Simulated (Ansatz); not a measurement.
Working through an active-space calculation of BH3O2, SMILES OBO

Program: the Python package of Ansatz (0.2.0).

Run as a notebook:

```python
from dataclasses import dataclass

import ansatz as az
```

```python
@dataclass(frozen=True)
class Settings:
    basis_set: str = "def2-SVP"
```

```python
cfg = Settings()

GEOMETRY = """
O    -1.00250   -0.74050   -0.53670
B     0.28350   -0.16210   -0.31770
O     0.83880   -0.20340    1.00660
H    -1.58330    0.08430   -0.40540
H     0.90520    0.29190   -1.23260
H     0.60040    0.66570    1.43960
"""
```

```python
system = az.Crystal.molecule()
for line in GEOMETRY.strip().splitlines():
    symbol, *xyz = line.split()
    system = system.atom(symbol, [float(v) for v in xyz])

model = (
    system.calculation()
    .basis(gaussian=cfg.basis_set)
    .correlation(active_electrons=4, active_orbitals=4)
)
for method in ["sc_nevpt2"]:
    report = (model if method is None else model.correlation(method)).run(threads=1).report
    space = report["configurations"]
    state = space["states"][0]
    print(method or "casscf", f"total {report['free_energy_ev'] / 27.211386246:.6f} Ha, active-space state {state['energy']['hartree']:.6f} Ha, mean field {report['reference_energy_ev'] / 27.211386246:.6f} Ha")
    print("  determinants", state["n_determinants"], " natural occupations", [round(n, 3) for n in space["natural_occupations"]])
print("effectively unpaired electrons, sum of min(n, 2 - n):", round(sum(min(n, 2 - n) for n in space["natural_occupations"]), 3))
```

    sc_nevpt2 total -176.526913 Ha, active-space state -176.123943 Ha, mean field -176.073396 Ha
      determinants 36  natural occupations [1.982, 1.975, 0.025, 0.018]
    effectively unpaired electrons, sum of min(n, 2 - n): 0.087

What to keep in mind:
- These settings explore the input space; basis and method may be short of convergence.
- The geometry is a force-field or estimated start, not a minimum of this method, and the basis set is short of its limit. The active space starts as a window about the frontier orbitals and is then optimised, not chosen by chemistry.
- Hardware and time: 3.3 s on 1 thread of Arm Neoverse V1, with other jobs on the host, peak memory 0.16 GiB.
